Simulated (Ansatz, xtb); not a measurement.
Relaxing a trial structure of HNPSi

The starting geometry of this gas-phase doublet was built from a drawn formula by distance geometry and a force field; its bonds are those of `N1=P[SiH]1`.

```xyz
4

N    -1.0533   -3.2693    3.1517
P    -2.3876   -2.5547    3.7907
Si   -1.7419   -2.8217    1.6307
H    -2.5284   -3.9592    1.1033
```

Q: Predict what it relaxes into with r2SCAN-D4/def2-SVP.

A: It keeps its bonds, and is `N1=P[SiH]1`.

The energy falls by 0.30 eV over 7 steps:

```json
{"step": "1", "E − E(last) (eV)": "0.299"}
{"step": "2", "E − E(last) (eV)": "0.048"}
{"step": "3", "E − E(last) (eV)": "0.019"}
{"step": "4", "E − E(last) (eV)": "0.002"}
{"step": "5", "E − E(last) (eV)": "0.001"}
{"step": "6", "E − E(last) (eV)": "0.000"}
{"step": "7", "E − E(last) (eV)": "0.000"}
```

Final geometry (Å):

```yaml
atoms:
  - { symbol: N, position_ang: [-1.1109, -3.3657, 3.1884] }
  - { symbol: P, position_ang: [-2.2743, -2.4413, 3.8397] }
  - { symbol: Si, position_ang: [-1.9225, -2.7710, 1.6709] }
  - { symbol: H, position_ang: [-2.4036, -4.0269, 0.9773] }
```

From the same start GFN2-xTB ends elsewhere, at `[SiH]=[N+]=[P-]`.

No frequencies were run, so the end isn't proven a minimum. Open shells are spin-unrestricted. Run with Ansatz 0.2.0, 80 s on 1 thread of AMD EPYC (Zen 3), with other jobs on the host.
